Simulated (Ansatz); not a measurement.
**Which is lower?**

Two isomers of CH2FSi (charge -1), singlet, relaxed at PBE0-D4/def2-TZVPD (vibrations not checked).

A:

```tsv
atom	x (Å)	y (Å)	z (Å)
F1	0.6118	-1.5480	1.3826
C2	0.6532	-0.2462	0.8676
Si3	-0.3102	0.2796	-0.5114
H4	1.3656	0.3170	1.4746
H5	0.2832	1.7047	-0.4209
```

B:

```
5
angstrom
C -0.6684 -0.8154 -0.0023
Si 0.7119 0.2119 0.3015
F 0.2548 1.7277 -0.2747
H -1.6160 -0.5286 -0.4649
H -0.6151 -1.8670 0.2889
```

Ansatz 0.2.0; basis: def2-TZVPPD; cores frozen in the correlated methods. B3LYP uses VWN-RPA correlation.

(1) Which structure is lower at CCSD(T), and by how much? (Judge from chemistry; the value comes from the calculation.)

No T1 diagnostic of these runs exceeds 0.018. The restricted Hartree–Fock reference is unstable towards an unrestricted one at one or more of these structures.

Answers

(1) The calculation gives: B, by 54.41 kcal/mol (electronic energy, against the other). By their contacts, A is CH₂FSi ([F][CH][SiH]), total charge -1 and B is CH₂FSi ([CH2][Si][F]), total charge -1.

All methods give the same order:

| method | E(B) − E(A) (kcal/mol) |
| --- | --- |
| PBE-D4 | -50.91 |
| r2SCAN-D4 | -53.49 |
| PBE0-D4 | -53.02 |
| B3LYP-D4 | -54.39 |
| wB97M-V | -55.86 |
| HF | -58.20 |
| MP2 | -57.99 |
| CCSD | -55.50 |
| CCSD(T) | -54.41 |

Labels in which every atom is bracketed show which atoms are joined, not bond orders.
